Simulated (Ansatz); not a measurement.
# Which isomer of C4H4OS gives these data?

These gas-phase data were calculated for one isomer of C4H4OS at r2SCAN-D4/def2-SVP (harmonic, unscaled wavenumbers; equilibrium rotational constants with average atomic masses):

```
rotational constants            : 8.614, 1.406, 1.218 GHz
all wavenumbers above 1500 cm⁻¹ : 3183, 3180, 3131, 3039, 1836, 1772
```

Candidates:

(1) `CC(=O)C=C=S`, a singlet
(2) `Sc1ccco1`, a singlet
(3) `Oc1ccsc1`, a singlet

Problem. Which structure fits?

Solution. Candidate (1). No mode falls between 3300 and 4000 cm⁻¹, where the O–H stretch of (3) would stand. No mode falls between 2500 and 2800 cm⁻¹, where the S–H stretch of (2) would stand.

The same quantities for all candidates:

```
     rotational constants (GHz)         wavenumbers above 1500 cm⁻¹  E above the lowest, r2SCAN-D4/def2-SVP (kcal/mol)
(1)         8.614, 1.406, 1.218  3183, 3180, 3131, 3039, 1836, 1772                                               12.5
(2)           8.95, 2.129, 1.72  3293, 3264, 3250, 2717, 1593, 1513                                                8.7
(3)         7.148, 2.528, 1.868        3845, 3266, 3255, 3196, 1629                                                0.0
```

Harmonic stretches to hydrogen usually lie a few per cent above observed fundamentals. Each candidate is one conformer. Programs: Ansatz 0.2.0.
